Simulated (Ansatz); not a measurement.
C₃H₆OS, SMILES COC(C)=S, a ranking of conformers

Program: Ansatz 0.2.0 through its Python package.

Interactive session:
```pycon
>>> import ansatz
>>> from rdkit import Chem
>>> from rdkit.Chem import AllChem
>>> BASIS_SET = "cc-pVDZ"
>>> FUNCTIONAL = "b3lyp"
>>> rd = Chem.AddHs(Chem.MolFromSmiles("COC(C)=S"))
>>> ids = list(AllChem.EmbedMultipleConfs(rd, numConfs=20, randomSeed=804, pruneRmsThresh=0.4))
>>> field = [energy for _, energy in AllChem.MMFFOptimizeMoleculeConfs(rd)]
>>> distinct = {round(e, 2): i for i, e in zip(ids, field)}
>>> chosen = sorted(distinct.items())[:5]
>>> found = []
>>> for force_field, index in chosen:
...     molecule = ansatz.Crystal.molecule()
...     for atom, xyz in zip(rd.GetAtoms(), rd.GetConformer(index).GetPositions()):
...         molecule = molecule.atom(atom.GetSymbol(), xyz.round(5).tolist())
...     job = molecule.calculation().basis(gaussian=BASIS_SET).functional(FUNCTIONAL)
...     found.append(job.run().report["free_energy_ev"])
...
>>> print("conformer   MMFF (kcal/mol)   this level (kcal/mol)")
conformer   MMFF (kcal/mol)   this level (kcal/mol)
>>> for (force_field, index), e in zip(chosen, found):
...     print(f"{index:9d} {force_field - chosen[0][0]:17.2f} {23.060548 * (e - min(found)):17.3f}")
...
        2              0.00             7.394
        0              1.97             0.000
```

Reading the output:
- The conformers keep their force-field geometries.
- b3lyp holds the VWN-RPA fit, as in Gaussian; the form of ORCA and Turbomole is b3lyp5.
- Finished in 7.2 s on 1 thread of Arm Neoverse V1 (shared host), peak memory 0.32 GiB.
